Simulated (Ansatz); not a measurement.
# AlSiHS+ (doublet): the correlation ladder, cc-pVDZ

Aim: climb from Hartree-Fock through coupled cluster and multireference methods for AlSiHS+ (doublet) at one geometry and basis, and see what each rung misses.

Program: Ansatz 0.2.0, Gaussian basis. Level of theory: cc-pVDZ, core rule «outside noble gas», up to 15 orbitals frozen. These are calculated values, not measurements.

The runs, in order: UHF; CCSD(T) on ROHF; CCSD(T) on UHF; BCCD(T) on ROHF; CISD; CCSDT(Q) on ROHF; CCSDT(Q) on UHF; CASSCF and MRCISD+Q, 9 electrons in 9 orbitals; CASSCF and NEVPT2, 9 electrons in 9 orbitals.

19 further runs of the same task are left out: 6 that didn't finish, 13 set aside as unsound or not needed.

**1. The system**

The geometry is a PBE0/def2-TZVP stationary point (not a proven minimum) of the parent state, kept for this charge and spin.

4 atoms, charge 1, spin multiplicity 2.

Atoms are counted from 1 here; the program's logs count them from 0.

Bond lengths: S1–Al2 2.199 Å, S1–H4 1.347 Å, Al2–Si3 2.346 Å. Angles: Al2–S1–H4 91.0°, S1–Al2–Si3 178.7°.

**2. UHF**

The input, in.yaml:

```yaml
crystal:
  periodic: [false, false, false]
  atoms:
    - {symbol: S, position_ang: [-0.000005, -0.373242, 1.669500]}
    - {symbol: Al, position_ang: [0.000013, -0.307465, -0.528629]}
    - {symbol: Si, position_ang: [-0.000005, -0.291203, -2.875005]}
    - {symbol: H, position_ang: [-0.000003, 0.971910, 1.734134]}
basis:
  gaussian: {orbitals: cc-pVDZ}
total_charge: 1
magnetization: {spin_polarized: true, initial_magnetization: 1}
hamiltonian: {xc: hf}
output: {orbitals: {seedname: orbitals}}
```

Run with:

```bash
ansatz run in.yaml --threads 1 --pin off --events-out ev --progress --plain --max-ram 2393MiB
```

Further steps of the session: CCSD(T) on ROHF; CCSD(T) on UHF; BCCD(T) on ROHF; CISD; CCSDT(Q) on ROHF; CCSDT(Q) on UHF; CASSCF and MRCISD+Q, 9 electrons in 9 orbitals; CASSCF and NEVPT2, 9 electrons in 9 orbitals.

Q: Predict the results of all the runs planned. Wanted: UCCSDT(Q) below the RHF energy; RMP2 from UCCSDT(Q); UMP2 from UCCSDT(Q); RCCSD from UCCSDT(Q); RCCSD(T) from UCCSDT(Q); UCCSD(T) from UCCSDT(Q); RCCSDT(Q) from UCCSDT(Q); MRCISD+Q frontier from UCCSDT(Q); T1 diagnostic.

The runs gave:

```
                         quantity                      value
   UCCSDT(Q) below the RHF energy                 -7.7892 eV
              RMP2 from UCCSDT(Q)                +1485.4 meV
              UMP2 from UCCSDT(Q)                +1637.3 meV
             RCCSD from UCCSDT(Q)                 +340.6 meV
          RCCSD(T) from UCCSDT(Q)                  +70.5 meV
          UCCSD(T) from UCCSDT(Q)                  +77.4 meV
         RCCSDT(Q) from UCCSDT(Q)                   +2.5 meV
 MRCISD+Q frontier from UCCSDT(Q)                  +91.9 meV
levels within 1 kcal/mol (43 meV)  RCCSDT, UCCSDT, RCCSDT(Q)
                    T1 diagnostic                      0.023
```

**Reading.** RCCSD(T) misses by +70.5 meV, 0.9 % of the correlation energy. These misses are within one basis, not against nature; the frozen cores of restricted and unrestricted runs differ, which can shift their rows.
